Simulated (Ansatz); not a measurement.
The cluster B₂C. The state is a singlet with charge 0. Geometry PBE0-D4/def2-TZVPD, that of the charge -1 doublet.

```csv
atom,x (Å),y (Å),z (Å)
B1,-0.625,0.030,-0.713
B2,0.272,-0.663,0.622
C3,0.353,0.633,0.092
```

The restricted singlet is unstable towards broken spin symmetry in Hartree–Fock (as tested in another run); at PBE-D4/def2-TZVPD, r2SCAN-D4/def2-TZVPD, PBE0-D4/def2-TZVPD this wasn't settled. The order of the spin states hangs on the level: the triplet lies 0.07 eV below the singlet at PBE0-D4/def2-TZVPD, but 0.33 eV above it at PBE-D4/def2-TZVPD. The singlet is doubtful at PBE0-D4/def2-TZVPD (restricted singlet with a triplet 0.07 eV lower at the same geometry). The structure comes from a short search, and lower isomers may exist.

(1) Estimate the orbital energies around the gap (eV) in Ansatz with PBE-D4/def2-TZVPD, r2SCAN-D4/def2-TZVPD, PBE0-D4/def2-TZVPD.

Answers

(1) 
```json
{"orbital": "HOMO−5", "PBE-D4/def2-TZVPD": "-179.38", "r2SCAN-D4/def2-TZVPD": "-182.82", "PBE0-D4/def2-TZVPD": "-187.12"}
{"orbital": "HOMO−4", "PBE-D4/def2-TZVPD": "-18.76", "r2SCAN-D4/def2-TZVPD": "-19.79", "PBE0-D4/def2-TZVPD": "-21.25"}
{"orbital": "HOMO−3", "PBE-D4/def2-TZVPD": "-10.21", "r2SCAN-D4/def2-TZVPD": "-10.64", "PBE0-D4/def2-TZVPD": "-11.63"}
{"orbital": "HOMO−2", "PBE-D4/def2-TZVPD": "-9.39", "r2SCAN-D4/def2-TZVPD": "-9.78", "PBE0-D4/def2-TZVPD": "-10.65"}
{"orbital": "HOMO−1", "PBE-D4/def2-TZVPD": "-7.97", "r2SCAN-D4/def2-TZVPD": "-8.21", "PBE0-D4/def2-TZVPD": "-9.09"}
{"orbital": "HOMO", "PBE-D4/def2-TZVPD": "-6.86", "r2SCAN-D4/def2-TZVPD": "-7.03", "PBE0-D4/def2-TZVPD": "-7.81"}
{"orbital": "LUMO", "PBE-D4/def2-TZVPD": "-5.43", "r2SCAN-D4/def2-TZVPD": "-5.44", "PBE0-D4/def2-TZVPD": "-4.71"}
{"orbital": "LUMO+1", "PBE-D4/def2-TZVPD": "-3.69", "r2SCAN-D4/def2-TZVPD": "-3.56", "PBE0-D4/def2-TZVPD": "-2.77"}
{"orbital": "LUMO+2", "PBE-D4/def2-TZVPD": "-1.73", "r2SCAN-D4/def2-TZVPD": "-1.37", "PBE0-D4/def2-TZVPD": "-0.77"}
{"orbital": "LUMO+3", "PBE-D4/def2-TZVPD": "-0.77", "r2SCAN-D4/def2-TZVPD": "-0.35", "PBE0-D4/def2-TZVPD": "0.17"}
{"orbital": "LUMO+4", "PBE-D4/def2-TZVPD": "0.32", "r2SCAN-D4/def2-TZVPD": "1.39", "PBE0-D4/def2-TZVPD": "0.66"}
{"orbital": "LUMO+5", "PBE-D4/def2-TZVPD": "0.58", "r2SCAN-D4/def2-TZVPD": "1.57", "PBE0-D4/def2-TZVPD": "0.96"}
```
